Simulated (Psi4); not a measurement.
Psi4 input (wB97X-D/6-311+G**):

```
memory 1500 MB

molecule {
0 2
C    -0.00108478    0.01125913    0.11444147
C    -0.01259876    0.13076463    1.32913478
C     0.01178222   -0.12228971   -1.24299295
H    -0.02261568    0.23473201    2.38589352
H     0.94544728   -0.15717806   -1.78780376
H    -0.91142373   -0.19595820   -1.80158956
symmetry c1
no_reorient
no_com
}

set {
  basis 6-311+G**
  reference uks
  scf_type pk
  dft_radial_points 99
  dft_spherical_points 590
  e_convergence 1e-8
  d_convergence 1e-7
  maxiter 150
}

e = energy('wb97x-d')
print_out(f'\nFINAL {e:.10f} DIPOLE {variable("CURRENT DIPOLE")[0]:.6f} {variable("CURRENT DIPOLE")[1]:.6f} {variable("CURRENT DIPOLE")[2]:.6f}\n')
```

Output:

```
   => Loading Basis Set <=

    Name: 6-311+G**
    Role: ORBITAL
    Keyword: BASIS
    atoms 1-3 entry C          line   129 file 6-311pgss.gbs
    atoms 4-6 entry H          line    42 file 6-311pgss.gbs

   => WB97X-D: Empirical Dispersion <=

    Chai and Head-Gordon Dispersion Correction
    Chai, J.-D.; Head-Gordon, M. (2010), J. Chem. Phys., 132: 6615-6620

        s6 =       1.000000

         ---------------------------------------------------------
                                   SCF
               by Justin Turney, Rob Parrish, Andy Simmonett
                          and Daniel G. A. Smith
                              UKS Reference
         ---------------------------------------------------------

  ==> Geometry <==

    Molecular point group: c1
    Full point group: C1

    Geometry (in Angstrom), charge = 0, multiplicity = 2:

       Center              X                  Y                   Z               Mass
    ------------   -----------------  -----------------  -----------------  -----------------
         C           -0.001084780000     0.011259130000     0.114441470000    12.000000000000
         C           -0.012598760000     0.130764630000     1.329134780000    12.000000000000
         C            0.011782220000    -0.122289710000    -1.242992950000    12.000000000000
         H           -0.022615680000     0.234732010000     2.385893520000     1.007825032230
         H            0.945447280000    -0.157178060000    -1.787803760000     1.007825032230
         H           -0.911423730000    -0.195958200000    -1.801589560000     1.007825032230

  Running in c1 symmetry.

  Rotational constants: A =      9.69761  B =      0.32027  C =      0.31003 [cm^-1]
  Rotational constants: A = 290726.93555  B =   9601.52811  C =   9294.56639 [MHz]
  Nuclear repulsion =   53.516889006160383

  Charge       = 0
  Multiplicity = 2
  Electrons    = 21
  Nalpha       = 11
  Nbeta        = 10

  ==> Algorithm <==

  SCF Algorithm Type is PK.
  DIIS enabled.
  MOM disabled.
  Fractional occupation disabled.
  Guess Type is SAD.
  Energy threshold   = 1.00e-08
  Density threshold  = 1.00e-07
  Integral threshold = 1.00e-12

  ==> Primary Basis <==

  Basis Set: 6-311+G**
    Blend: 6-311+G**
    Number of shells: 42
    Number of basis functions: 84
    Number of Cartesian functions: 87
    Spherical Harmonics?: true
    Max angular momentum: 2

  ==> DFT Potential <==

   => LibXC <=

    Version 7.1.2
    S. Lehtola, C. Steigemann, M. J. T. Oliveira, and M. A. L. Marques,  SoftwareX 7, 1–5 (2018) (10.1016/j.softx.2017.11.002)

   => Composite Functional: WB97X-D <=

    wB97X-D Hyb-GGA Exchange-Correlation Functional

    J.-D. Chai and M. Head-Gordon,  Phys. Chem. Chem. Phys. 10, 6615–6620 (2008) (10.1039/B810189B)

    Deriv               =              1
    GGA                 =           TRUE
    Meta                =          FALSE

    Exchange Hybrid     =           TRUE
    MP2 Hybrid          =          FALSE

   => Exchange-Correlation Functionals <=

    1.0000   wB97X-D range-separated functional

   => Exact (HF) Exchange <=

    0.7780            HF,LR [omega = 0.2000]
    0.2220               HF

   => LibXC Density Thresholds  <==

    XC_HYB_GGA_XC_WB97X_D:  1.00E-14

   => Molecular Quadrature <=

    Radial Scheme          =       TREUTLER
    Pruning Scheme         =           NONE
    Nuclear Scheme         =       TREUTLER

    Blocking Scheme        =         OCTREE
    BS radius alpha        =              1
    Pruning alpha          =              1
    Radial Points          =             99
    Spherical Points       =            590
    Total Points           =         338658
    Total Blocks           =           2527
    Max Points             =            256
    Max Functions          =             84
    Weights Tolerance      =       1.00E-15

  ==> Integral Setup <==

  Using in-core PK algorithm.
   Calculation information:
      Number of atoms:                   6
      Number of AO shells:              42
      Number of primitives:             75
      Number of atomic orbitals:        87
      Number of basis functions:        84

      Integral cutoff                 1.00e-12
      Number of threads:                 1

  Performing in-core PK
  Using 19122705 doubles for integral storage.
  We computed 389539 shell quartets total.
  Whereas there are 408156 unique shell quartets.

  Computing range-separated integrals for PK
  We computed 389539 wK shell quartets total.
  Whereas there are 408156 wK unique shell quartets.

  ==> DiskJK: Disk-Based J/K Matrices <==

    J tasked:                  Yes
    K tasked:                  Yes
    wK tasked:                 Yes
    Omega:               2.000E-01
    Schwarz Cutoff:          1E-12


  Cached 50.0% of DFT collocation blocks in 0.358 [GiB].

  Minimum eigenvalue in the overlap matrix is 2.8064221459E-06.
  Reciprocal condition number of the overlap matrix is 3.9101125969E-07.
    Using symmetric orthogonalization.

  ==> Pre-Iterations <==

  SCF Guess: Superposition of Atomic Densities via on-the-fly atomic UHF (no occupation information).

   -------------------------
    Irrep   Nso     Nmo
   -------------------------
     A         84      84
   -------------------------
    Total      84      84
   -------------------------

  ==> Iterations <==

                        Total Energy        Delta E     RMS |[F,P]|

   @UKS iter SAD:  -115.05625069374693   -1.15056e+02   0.00000e+00
   @UKS iter   1:  -115.84045950484389   -7.84209e-01   6.15830e-03 ADIIS/DIIS
   @UKS iter   2:  -115.92809387717458   -8.76344e-02   3.95282e-03 ADIIS/DIIS
   @UKS iter   3:  -115.98230067781273   -5.42068e-02   8.94241e-04 ADIIS/DIIS
   @UKS iter   4:  -115.98495715528880   -2.65648e-03   2.72521e-04 ADIIS/DIIS
   @UKS iter   5:  -115.98541258247367   -4.55427e-04   1.01007e-04 ADIIS/DIIS
   @UKS iter   6:  -115.98550444658157   -9.18641e-05   5.47127e-05 DIIS
   @UKS iter   7:  -115.98555335241586   -4.89058e-05   1.97380e-05 DIIS
   @UKS iter   8:  -115.98556407880932   -1.07264e-05   8.18878e-06 DIIS
   @UKS iter   9:  -115.98556640209418   -2.32328e-06   3.56044e-06 DIIS
   @UKS iter  10:  -115.98556688834263   -4.86248e-07   7.57405e-07 DIIS
   @UKS iter  11:  -115.98556690373830   -1.53957e-08   3.07657e-07 DIIS
   @UKS iter  12:  -115.98556690656827   -2.82996e-09   1.53240e-07 DIIS
   @UKS iter  13:  -115.98556690743322   -8.64958e-10   3.22239e-08 DIIS
  Energy and wave function converged.

  ==> Post-Iterations <==

   Electrons on quadrature grid:
      Nalpha   =   11.0000000062 ; deviation = 6.191e-09
      Nbeta    =    9.9999999997 ; deviation = -2.761e-10
      Ntotal   =   21.0000000059 ; deviation = 5.915e-09

   @Spin Contamination Metric:   2.713723297E-02
   @S^2 Expected:                7.500000000E-01
   @S^2 Observed:                7.771372330E-01
   @S   Expected:                5.000000000E-01
   @S   Observed:                5.000000000E-01

    Orbital Energies [Eh]
    ---------------------

    Alpha Occupied:

       1A    -10.315228     2A    -10.301271     3A    -10.298265
       4A     -0.898035     5A     -0.809776     6A     -0.636296
       7A     -0.569604     8A     -0.545416     9A     -0.436796
      10A     -0.368089    11A     -0.297239

    Alpha Virtual:

      12A      0.068520    13A      0.077008    14A      0.080677
      15A      0.100541    16A      0.113859    17A      0.114485
      18A      0.145730    19A      0.146927    20A      0.159784
      21A      0.161395    22A      0.205310    23A      0.217544
      24A      0.218590    25A      0.232181    26A      0.259580
      27A      0.300287    28A      0.313086    29A      0.392956
      30A      0.478678    31A      0.539698    32A      0.569088
      33A      0.579097    34A      0.594173    35A      0.642037
      36A      0.653142    37A      0.732785    38A      0.735080
      39A      0.755721    40A      0.764505    41A      0.774644
      42A      0.916623    43A      0.975917    44A      1.080565
      45A      1.128618    46A      1.133306    47A      1.221981
      48A      1.234836    49A      1.256266    50A      1.326638
      51A      1.498361    52A      1.499901    53A      1.505629
      54A      1.615941    55A      1.629632    56A      1.694351
      57A      1.754566    58A      1.856016    59A      1.990533
      60A      2.004222    61A      2.016192    62A      2.079909
      63A      2.238983    64A      2.444237    65A      2.568073
      66A      2.584021    67A      2.594490    68A      2.709370
      69A      2.733674    70A      2.795051    71A      2.801912
      72A      2.852286    73A      2.985619    74A      3.060836
      75A      3.094705    76A      3.152733    77A      3.273844
      78A      3.429562    79A      3.609549    80A      3.822710
      81A      4.151599    82A     23.652555    83A     24.104402
      84A     25.260986

    Beta Occupied:

       1A    -10.306506     2A    -10.304093     3A    -10.292363
       4A     -0.884812     5A     -0.781392     6A     -0.626755
       7A     -0.561646     8A     -0.537522     9A     -0.396019
      10A     -0.362623

    Beta Virtual:

      11A     -0.030705    12A      0.072382    13A      0.081210
      14A      0.081690    15A      0.105662    16A      0.115256
      17A      0.117112    18A      0.150936    19A      0.164205
      20A      0.165303    21A      0.183221    22A      0.206052
      23A      0.230493    24A      0.234090    25A      0.238140
      26A      0.261883    27A      0.303351    28A      0.318281
      29A      0.399261    30A      0.483647    31A      0.551895
      32A      0.568789    33A      0.586761    34A      0.617438
      35A      0.659220    36A      0.671018    37A      0.732236
      38A      0.737366    39A      0.763216    40A      0.770132
      41A      0.781111    42A      0.920695    43A      0.979418
      44A      1.106311    45A      1.145428    46A      1.151696
      47A      1.227778    48A      1.241874    49A      1.270794
      50A      1.329253    51A      1.501782    52A      1.514480
      53A      1.533069    54A      1.628887    55A      1.629555
      56A      1.697035    57A      1.762612    58A      1.886512
      59A      1.992599    60A      2.026535    61A      2.027238
      62A      2.105263    63A      2.244118    64A      2.447377
      65A      2.585804    66A      2.594701    67A      2.598501
      68A      2.717204    69A      2.739827    70A      2.810713
      71A      2.828815    72A      2.856503    73A      3.009610
      74A      3.057258    75A      3.117657    76A      3.161327
      77A      3.281974    78A      3.438501    79A      3.613681
      80A      3.842714    81A      4.165677    82A     23.657647
      83A     24.118997    84A     25.264217

    Final Occupation by Irrep:
              A
    DOCC [    10 ]
    SOCC [     1 ]
    NA   [    11 ]
    NB   [    10 ]

  @UKS Final Energy:  -115.98556690743322

   => Energetics <=

    Nuclear Repulsion Energy =             53.5168890061603832
    One-Electron Energy =                -260.4534001468533120
    Two-Electron Energy =                 102.7785106098772445
    DFT Exchange-Correlation Energy =     -11.8268306043150453
    Empirical Dispersion Energy =          -0.0007357723025051
    VV10 Nonlocal Energy =                  0.0000000000000000
    Total Energy =                       -115.9855669074332241

  UHF NO Occupations:
  HONO-2 :    9  A 1.9986998
  HONO-1 :   10  A 1.9891067
  HONO-0 :   11  A 1.0000000
  LUNO+0 :   12  A 0.0108933
  LUNO+1 :   13  A 0.0013002
  LUNO+2 :   14  A 0.0006843
  LUNO+3 :   15  A 0.0003433

Computation Completed

Properties will be evaluated at   0.000000,   0.000000,   0.000000 [a0]

Properties computed using the SCF density matrix

 Multipole Moments:

 ------------------------------------------------------------------------------------
     Multipole            Electronic (a.u.)      Nuclear  (a.u.)        Total (a.u.)
 ------------------------------------------------------------------------------------

 L = 1.  Multiply by 2.5417464519 to convert [e a0] to [Debye]
 Dipole X            :          0.0004585           -0.0000001            0.0004584
 Dipole Y            :         -0.0047579            0.0000001           -0.0047578
 Dipole Z            :         -0.0483598            0.0000000           -0.0483598
 Magnitude           :                                                    0.0485954

 ------------------------------------------------------------------------------------

FINAL -115.9855669074 DIPOLE 0.000458 -0.004758 -0.048360

*** Psi4 exiting successfully. Buy a developer a beer!
```

The geometry given is a B3LYP-D3(BJ)/def2-TZVP minimum.
